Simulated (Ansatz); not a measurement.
C3H4FN can be A, `CC1(F)C=N1`, or B, `N=C=CCF`.

Program: Ansatz. Geometries: PBE0-D4/def2-TZVP. ΔE: electronic, gas phase. CCSD(T)/CBS is the MP2 limit (def2-TZVPP, def2-QZVPP) plus CCSD(T) − MP2 in def2-TZVPP, frozen cores. DFT in def2-TZVPP. B3LYP here is the variant with VWN-RPA as its local correlation; programs differ in this. One conformer a species, not always the lowest.

Task: Which isomer does CCSD(T)/CBS put lower? Give the gap. (An estimate is asked.)

Result: Ansatz gave: B, by 26.4 kJ/mol.

Task: Give E(B) − E(A) in kJ/mol with CCSD/def2-TZVPP, ωB97M-V, MP2/def2-TZVPP, B3LYP-D4, PBE0-D4, HF/def2-TZVPP, B3LYP. (An estimate is asked.)

Result: The calculation gave: CCSD/def2-TZVPP -28.7, ωB97M-V -28.3, MP2/def2-TZVPP -19.8, B3LYP-D4 -48.7, PBE0-D4 -29.2, HF/def2-TZVPP -44.4, B3LYP -50.0. None reverses the order clearly.

Task: Does the order hold for the free energy at 298.15 K (harmonic terms from PBE0-D4)? (An estimate is asked.)

Result: Ansatz gave: Yes: G(B) − G(A) = -29.5 kJ/mol, for one conformer each.

Largest T1 diagnostic: 0.013.

From r2SCAN to r2SCAN0 (25 % exact exchange), in def2-TZVPP and without D4, E(B) − E(A) moves by +5.9 kJ/mol. Leaving LDA and LC-ωPBE aside and taking each functional with its dispersion term where it has one, the values, not all of them listed here, spread over 35.9 kJ/mol, from BLYP-D4 to ωB97X-V. LDA lies +6.6 kJ/mol from PBE without D4.
